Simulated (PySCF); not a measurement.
**C$_{3}$H$_{3}$F$_{3}$: full NMR table**

```yaml
Formula: C3H3F3
SMILES: C=CC(F)(F)F
InChI: InChI=1S/C3H3F3/c1-2-3(4,5)6/h2H,1H2
Point_group_of_the_computed_structure: Cs
Degrees_of_unsaturation: 1
Carbon_signals: 3
Proton_signals: 3
```

Mapped SMILES: `[CH2:1]=[CH:2][C:3]([F:4])([F:5])[F:6]`. Each H is labelled by its parent atom. Ha(C1) is cis to C3; Hb(C1) is trans to C3.

PySCF 2.14 calculation with GFN2-xTB geometry and NMR shieldings at PBE0/pcSseg-1/GIAO; no solvent model, relativity neglected, single conformer, rapidly exchanging positions averaged.

Shifts are taken against calculated references (same method and geometry level): ¹H (σ = 31.72 ppm), ¹³C (σ = 186.93 ppm) against TMS; CFCl3 for ¹⁹F (σ = 170.95 ppm).

| carbon | δC, type | δH (multiplicity) | HMBC from (2–3 bonds) | span of the C tensor (ppm) |
| --- | --- | --- | --- | --- |
| C1 | 131.0, CH2 | Hb(C1) 6.00 (m); Ha(C1) 6.35 (m) | H(C2) | 241 |
| C2 | 135.8, CH | 6.15 (m) | Ha(C1), Hb(C1) | 209 |
| C3 | 131.8, C | – | Ha(C1), H(C2), Hb(C1) | 10 |

Other nuclei:
```tsv
atoms	nucleus	environment	δ (ppm)	σ (ppm)
F4/F5/F6	¹⁹F	fluorine of a CF3 group	-84.4	255.4
```

- Carbon types of the structure: 1 × C, 1 × CH, 1 × CH2, which accounts for all hydrogens.
- δC 135.8: alkene CH; an sp2 carbon of a C=C bond.
- δC 131.8: CF3 carbon; 3 electronegative neighbours deshield it.
- δC 131.0: terminal =CH2 carbon; the olefinic region.
- δH 6.35, 6.00: hydrogen on a terminal =CH2 carbon; attached to an sp2 carbon and in the plane of the double bond.
- δH 6.15: hydrogen on an alkene CH; olefinic region.

Splittings by ¹⁹F in the carbon and heteronuclear signals aren't shown, as no couplings were computed. Shifts are as computed. Against solution values, carbons near 30 ppm lie about +3 ppm off and those near 130 ppm about +5 ppm. Of 246 compounds with measured shifts, 49 miss one by over three times the rms of a fit or turn the order of signals round; such compounds aren't used in these exercises. Unscaled 19F shifts against computed CFCl3 carry errors that often reach 10 to 50 ppm. No couplings were computed; multiplicities are counted from neighbouring protons, with m where these are inequivalent, close in shift, in a saturated or five-membered ring or joined by F or P, and br s for small geminal =CH2 splittings.
